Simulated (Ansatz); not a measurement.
# N₂H₃ (quartet): wave-function methods side by side at distance N1–H4 along a hydrogen transfer = 1.257 Å, cc-pVDZ

How much of the correlation energy of N₂H₃ (quartet) does each wave-function method recover here?

The runs use Ansatz 0.2.0, Gaussian basis; cc-pVDZ, core rule «outside noble gas», up to 2 orbitals frozen.

The runs, in order: UHF; CCSD(T) on ROHF; CCSD(T) on UHF; BCCD(T) on ROHF; CISD; CCSDT(Q) on ROHF; CCSDT(Q) on UHF; CASSCF and MRCISD+Q, 5 electrons in 5 orbitals; CASSCF and NEVPT2, 5 electrons in 5 orbitals; CASSCF and NEVPT2, 13 electrons in 11 orbitals.

7 further runs of the same task are left out: 6 that didn't finish, 1 set aside as unsound or not needed.

## 1. The system

The geometry derives from fragments relaxed apart (PBE0/def2-TZVP) and kept rigid, so it is no stationary point. A hydrogen atom is moved between rigid fragments.

5 atoms, charge 0, spin multiplicity 4.

Atoms are counted from 1 here; the program's logs count them from 0.

Bond lengths: N1–H2 1.012 Å, N1–H3 1.012 Å, N1–H4 1.257 Å. Angles: H2–N1–H3 107.1°, H2–N1–H4 107.1°, H3–N1–H4 107.1°.

## 2. UHF

The input, in.yaml:

```yaml
crystal:
  periodic: [false, false, false]
  atoms:
    - {symbol: N, position_ang: [-1.205239, -0.018366, -0.028586]}
    - {symbol: H, position_ang: [-1.502519, 0.949467, -0.028586]}
    - {symbol: H, position_ang: [-1.502518, -0.420665, 0.851673]}
    - {symbol: H, position_ang: [0.051761, -0.018366, -0.028587]}
    - {symbol: N, position_ang: [1.417761, -0.018365, -0.028587]}
basis:
  gaussian: {orbitals: cc-pVDZ}
magnetization: {spin_polarized: true, initial_magnetization: 3}
hamiltonian: {xc: hf}
output: {orbitals: {seedname: orbitals}}
```

On the command line:

```
$ ansatz run in.yaml --threads 1 --pin off --events-out ev --progress --plain --max-ram 2393MiB
```

Further steps of the session: CCSD(T) on ROHF; CCSD(T) on UHF; BCCD(T) on ROHF; CISD; CCSDT(Q) on ROHF; CCSDT(Q) on UHF; CASSCF and MRCISD+Q, 5 electrons in 5 orbitals; CASSCF and NEVPT2, 5 electrons in 5 orbitals; CASSCF and NEVPT2, 13 electrons in 11 orbitals.

Before running them: what should the planned runs give, taken together? Wanted: UCCSDT(Q) below the RHF energy; RMP2 from UCCSDT(Q); UMP2 from UCCSDT(Q); RCCSD from UCCSDT(Q); RCCSD(T) from UCCSDT(Q); UCCSD(T) from UCCSDT(Q); RCCSDT(Q) from UCCSDT(Q); NEVPT2 pair from UCCSDT(Q); MRCISD+Q pair from UCCSDT(Q).

As calculated:

```
                         quantity                                                   value
   UCCSDT(Q) below the RHF energy                                              -8.8009 eV
              RMP2 from UCCSDT(Q)                                           +113.7 kJ/mol
              UMP2 from UCCSDT(Q)                                           +111.9 kJ/mol
             RCCSD from UCCSDT(Q)                                            +21.8 kJ/mol
          RCCSD(T) from UCCSDT(Q)                                             +3.8 kJ/mol
          UCCSD(T) from UCCSDT(Q)                                             +3.5 kJ/mol
         RCCSDT(Q) from UCCSDT(Q)                                             +0.2 kJ/mol
       NEVPT2 pair from UCCSDT(Q)                                           +104.0 kJ/mol
     MRCISD+Q pair from UCCSDT(Q)                                             +9.0 kJ/mol
    NEVPT2 valence from UCCSDT(Q)                                           +116.3 kJ/mol
levels within 1 kcal/mol (43 meV)  RCCSD(T), UCCSD(T), BCCD(T), RCCSDT, UCCSDT, RCCSDT(Q)
                    T1 diagnostic                                                   0.035
   effectively unpaired electrons                                                    3.02
```

In words: RCCSD(T) lands +3.8 kJ/mol from the yardstick (0.4 % of the correlation energy). One determinant dominates. Of the multireference levels listed MRCISD+Q pair comes nearest in total energy (+9.0 kJ/mol), which doesn't show that its space is the better one. These misses are within one basis, not against nature; the frozen cores of restricted and unrestricted runs differ, which can shift their rows.
